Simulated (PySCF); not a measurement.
## Which basis set comes closest?

Molecule: SMILES C=C(F)F, C$_{2}$H$_{2}$F$_{2}$.

Mapped SMILES: `[CH2:1]=[C:2]([F:3])[F:4]`. Hydrogens are named by the atom that carries them.

Geometry PBE0-D3(BJ)/def2-SVP throughout; GIAO in PySCF, gas phase, one conformer, non-relativistic; equivalent atoms averaged; functional PBE0.

Reference values (CCSD(T)/13s9p4d3f; gas (isolated, no vibration); M. E. Harding, PhD thesis, Mainz 2008 (Harding, Lenhart, Auer, Gauss, JCP 2008, 128, 244111)): σ(F3/F4) = 287.6 ppm.

How do the basis sets STO-3G, 6-31G, pcSseg-0, 6-31G*, def2-SVP, cc-pVDZ, pcSseg-1, aug-cc-pVDZ, 6-311+G(2d,p), def2-TZVP, cc-pVTZ, IGLO-III, pcSseg-2 perform against the reference? Times are CPU seconds on 1 thread of an Arm Neoverse V1, shared host.

Results:


```csv
basis set,functions,F3/F4,abs. error F,core-s
STO-3G,22,329.9,42.3,1
6-31G,40,260.4,27.2,1.8
pcSseg-0,40,252.3,35.3,1.8
6-31G*,60,271.8,15.8,2.3
def2-SVP,66,275.0,12.6,2.4
cc-pVDZ,66,269.3,18.3,2.7
pcSseg-1,78,250.5,37.1,3.1
aug-cc-pVDZ,110,271.2,16.4,4.3
"6-311+G(2d,p)",120,256.8,30.8,4.5
def2-TZVP,136,255.5,32.1,5.5
cc-pVTZ,148,255.5,32.1,6.1
IGLO-III,160,254.0,33.6,6.6
pcSseg-2,172,254.4,33.2,7
```

For 19F the closest is def2-SVP (12.6 ppm) and the furthest STO-3G (42.3 ppm). Where a smaller basis beats a larger one, errors probably cancel; the largest sets show where the functional converges. One molecule is a small sample, and the reference may use another geometry.

A small basis that lands close on one nucleus may do so by chance; judge by the trend and by all nuclei.
